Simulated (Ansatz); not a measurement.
Diamond-structure Ge, treated with BLYP (Ansatz, a quantum-chemistry and plane-wave program, PAW).

Settings: plane-wave cutoff 520 eV, 10×10×10 k mesh, Fermi–Dirac smearing 0.01 eV, scalar-relativistic PAW data made under PBE.

Computed at the level's own relaxed cell.

**Question.** Give the computed volume per atom, bulk modulus, equilibrium lattice constant a and width of the whole s-p valence band.

**Answer.** 
- volume per atom: 25.44 Å³/atom
- bulk modulus: 45.7 GPa
- equilibrium lattice constant a: 5.883 Å
- width of the whole s-p valence band: 11.97 eV

The run finds no gap.

Measured, for comparison: equilibrium volume per atom 22.47 Å³/atom, lattice constant a 5.644 Å (static lattice: zero-point anharmonic expansion removed; as tabulated in Mejia-Rodriguez and Trickey (2018), arXiv:1807.09216); bulk modulus 77.3 GPa (low-temperature value with the zero-point effect removed, our sources range from 77.3 to 79.4; as tabulated in Tanner et al. (2021), arXiv:2110.11888). Computed (rounded) less measured: equilibrium volume per atom +13.2 %, bulk modulus -41 % (-41 % to -42 % over the range), lattice constant a +4.2 %.

Note: the cell is over a tenth larger than the published one: the level's own overestimate first of all, though another phase or state, or a fault of the published cell, is possible; the gap of the solid is closed in this run; this level leaves the solid without a gap, although one is measured.

Spin–orbit coupling is not included.

Static lattice: no zero-point or thermal effects.

The result took around 16 core-seconds (rough).
